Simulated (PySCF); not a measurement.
Molecule: `C=COC`, C3H6O.

Geometry:
| atom | x (Å) | y (Å) | z (Å) |
| --- | --- | --- | --- |
| C1 | 1.366 | -0.324 | -0.399 |
| C2 | 0.761 | 0.779 | 0.058 |
| O3 | -0.528 | 0.941 | 0.390 |
| C4 | -1.370 | -0.170 | 0.255 |
| H5 | 0.848 | -1.270 | -0.561 |
| H6 | 2.432 | -0.285 | -0.623 |
| H7 | 1.311 | 1.713 | 0.209 |
| H8 | -2.372 | 0.145 | 0.572 |
| H9 | -1.412 | -0.519 | -0.792 |
| H10 | -1.036 | -1.010 | 0.891 |

Spin–spin couplings on one PBE0-D3(BJ)/def2-SVP geometry, PySCF 2.14, gas phase, non-relativistic, equivalent pairs averaged (without the spin–dipole term); isotopes 1H; functional B3LYP.

Reference values (Hz): 3J(H7,H6) = 7.0 (measured; solution (compiled); Pretsch, Buehlmann, Badertscher, Structure Determination of Organic Compounds, 4th ed., Springer 2009); 3J(H7,H5) = 14.1 (measured; solution (compiled); Pretsch, Buehlmann, Badertscher, Structure Determination of Organic Compounds, 4th ed., Springer 2009); 2J(H5,H6) = -2.0 (measured; solution (compiled); Pretsch, Buehlmann, Badertscher, Structure Determination of Organic Compounds, 4th ed., Springer 2009).

Problem. How do the couplings (Hz) change with the basis set? Times are CPU seconds on shared hosts with different chips, so compare them loosely. Far from the basis limit: 6-31G*, pcJ-0, 6-31G-J, def2-TZVP, cc-pVTZ.

Solution. 
| basis set | functions | 3J(H7,H6) | 3J(H7,H5) | 2J(H5,H6) | mean abs. error | core-s |
| --- | --- | --- | --- | --- | --- | --- |
| 6-31G* | 68 | 6.7 | 12.8 | -3.9 | 1.2 | 2.7 |
| pcJ-0 | 70 | 7.6 | 14.7 | -2.7 | 0.6 | 2.8 |
| 6-31G-J | 72 | 8.9 | 15.1 | -5.0 | 2.0 | 3 |
| def2-TZVP | 160 | 6.2 | 13.0 | -0.9 | 1.0 | 7.6 |
| pcJ-1 | 168 | 8.0 | 15.7 | -2.0 | 0.9 | 18 |
| cc-pVTZ | 204 | 6.2 | 12.7 | -1.0 | 1.1 | 11 |
| aug-cc-pVTZ-J | 304 | 8.3 | 16.1 | -1.6 | 1.2 | 21 |

Errors compare magnitudes, without vibrational corrections, and the largest couplings weigh most in the mean. Closest: pcJ-0; furthest: 6-31G-J.

The Fermi-contact term samples the wavefunction at the nucleus, which is why sets with added tight s functions (names with J) are made for couplings. Agreement of an ordinary basis with the reference is then largely a cancellation of errors.
